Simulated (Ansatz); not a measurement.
**Worked example: correlation energy of AsH, quintet**

Geometry: that of the AsH, triplet, kept fixed. The singlet lies 5.5 eV lower here.

```csv
atom,x (Å),y (Å),z (Å)
As,0.0000,0.0000,0.0000
H,0.0000,0.0000,1.5314
```

Basis cc-pVTZ; Ansatz 0.2.0. Correlated methods freeze the noble-gas cores and the filled d shells of p-block atoms, which leaves 6 electrons in 43 orbitals. Prefix R: restricted or restricted open-shell reference. No spin–orbit coupling is included, and no scalar relativity.

Full CI isn't at hand for all of this; RCCSDTQ serves as the reference, and is uncertain by about the last step of the cluster series.

Runs differ by some tens of microhartree through their thresholds and, for an open shell, their frozen cores, so steps under 0.03 kcal/mol mean nothing.

```tsv
level	total energy (hartree)
RHF	-2234.588478
RMP2	-2234.669303
RCCSD	-2234.684736
RCCSD(T)	-2234.687954
RCCSDT	-2234.688563
RCCSDT(Q)	-2234.688661
RCCSDTQ	-2234.688675
```

Question: What is the correlation energy at RCCSDTQ, and what share of it do RMP2 and RCCSDT recover?

Answer: E(corr) = -2234.688675 − (-2234.588478) = -0.100197 hartree = -2.726 eV. RMP2: -0.080825 / -0.100197 = 80.67 %. RCCSDT: -0.100085 / -0.100197 = 99.89 %.

Question: By how many kcal/mol does RCCSD(T) miss RCCSDTQ (1 hartree = 627.509 kcal/mol), and which steps make up the rest?

Answer: -2234.687954 − (-2234.688675) = 0.000721 hartree = 0.45 kcal/mol. Steps: RCCSDT − RCCSD(T) = -0.38, RCCSDT(Q) − RCCSDT = -0.06, RCCSDTQ − RCCSDT(Q) = -0.01 kcal/mol. That is within 1 kcal/mol of the reference in this basis, which itself misses far more of the correlation at the basis-set limit.
